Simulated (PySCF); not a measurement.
Simulated C 1s region for `[NH3+][C@H]1C[C@@H](F)C1`, binding energy against the vacuum level.

Every computed line was given a Gaussian of 1.0 eV full width at half maximum and an area set by the number of equivalent atoms; the highest printed point is 100. Theory: delta-SCF UKS SCAN, pcX-2 on the ionised atom, pcseg-1 elsewhere, spin-free X2C (PySCF 2.14.0).

```csv
binding energy (eV),intensity
294.4,0
294.5,1
294.6,1
294.7,2
294.8,4
294.9,8
295.0,13
295.1,20
295.2,29
295.3,41
295.4,55
295.5,69
295.6,82
295.7,93
295.8,99
295.9,100
296.0,95
296.1,86
296.2,74
296.3,60
296.4,47
296.5,36
296.6,27
296.7,23
296.8,23
296.9,26
297.0,34
297.1,45
297.2,58
297.3,72
297.4,84
297.5,94
297.6,99
297.7,99
297.8,94
297.9,84
298.0,71
298.1,57
298.2,43
298.3,31
298.4,21
298.5,14
298.6,8
298.7,5
298.8,3
298.9,1
299.0,1
299.1,0
```

Count the maxima, the lines and the sites behind this envelope.

The curve has 2 maxima (at 295.9 and 297.6 eV). Under it lie 3 lines from 3 inequivalent carbon sites. At this width some lines have no maximum of their own.

Decompose the envelope and assign each component. Numbering: `[NH3+:1][C@H:2]1[CH2:3][C@@H:4]([F:5])[CH2:6]1`.

```csv
position (eV),relative area,line,atoms,environment
295.87,2,C 1s,C3/C6,four-membered-ring carbon
297.62,1,C 1s,C4,sp3 C–F carbon
297.68,1,C 1s,C2,sp3 carbon bound to nitrogen
```

What are the centre and the root-mean-square width of the whole band?

The area-weighted mean of the lines is 296.76 eV. Their own spread about it is 0.89 eV (rms) and each Gaussian has σ = 1.0/2.355 = 0.42 eV; the variances add, which gives 0.99 eV.

Lowest listed C 1s: C3/C6, bonded to 2 C and 2 H. Highest, 1.81 eV above it: C2, bonded to N, 2 C and H. Summing the Pauling electronegativity differences to the bonded atoms, each weighted by its formal bond order, gives -0.70 for the lowest site and +0.14 for the highest; the largest sum, +1.08, belongs to C4, 0.06 eV below the top.

The curve has no shake-up lines and no vibrational structure. The first atom of each set that the bonding makes equivalent was ionised and stands for the set. The species carries charge +1, so core ionisation leaves charge +2. Geometry: GFN2-xTB, one conformer, isolated ion.
